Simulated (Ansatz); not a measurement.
`C/N=C\N`, 10 atoms. Charge 0, multiplicity 1. All runs use 2 threads of an Intel Xeon 6975P-C on a shared host. Correlated methods freeze the cores.

Question: How many basis functions does each run have, and how long does it take in Ansatz? RKS ωB97M-V/def2-QZVPP energy; RHF-CCSD(T)/def2-TZVPP energy; RHF-MP2/def2-QZVPP energy; RKS BHLYP-D4/def2-TZVPP energy; RKS PBE0-D4/def2-SVP energy; RKS revPBE-D4/def2-TZVPP energy; direct RPA on PBE orbitals/def2-TZVPP energy; RKS r2SCAN-D4/def2-TZVPP energy and forces; RKS PBE0-D4/def2-TZVP frequencies; RKS PBE0-D4/def2-QZVPP energy; RKS ωB97M-V/def2-SVP energy; RHF-CCSD(T)/def2-SVP energy. (An estimate is asked.)

Answer: Ansatz gave: Other jobs shared the machine, so times are rough.

| level | job | functions | wall time | peak host memory (GiB) |
| --- | --- | --- | --- | --- |
| RKS PBE0-D4/def2-SVP | energy | 86 | 1 s | 0.17 |
| RKS revPBE-D4/def2-TZVPP | energy | 208 | 2 s | 0.22 |
| RKS BHLYP-D4/def2-TZVPP | energy | 208 | 2.2 s | 0.38 |
| RKS ωB97M-V/def2-SVP | energy | 86 | 2.5 s | 0.24 |
| RHF-CCSD(T)/def2-SVP | energy | 86 | 3.3 s | 0.33 |
| direct RPA on PBE orbitals/def2-TZVPP | energy | 208 | 3.9 s | 0.46 |
| RKS r2SCAN-D4/def2-TZVPP | energy and forces | 208 | 4 s | 0.24 |
| RKS PBE0-D4/def2-QZVPP | energy | 408 | 6.5 s | 0.99 |
| RKS ωB97M-V/def2-QZVPP | energy | 408 | 13 s | 1.2 |
| RHF-MP2/def2-QZVPP | energy | 408 | 19 s | 2.1 |
| RHF-CCSD(T)/def2-TZVPP | energy | 208 | 33 s | 3.2 |
| RKS PBE0-D4/def2-TZVP | frequencies | 160 | 95 s | 0.33 |
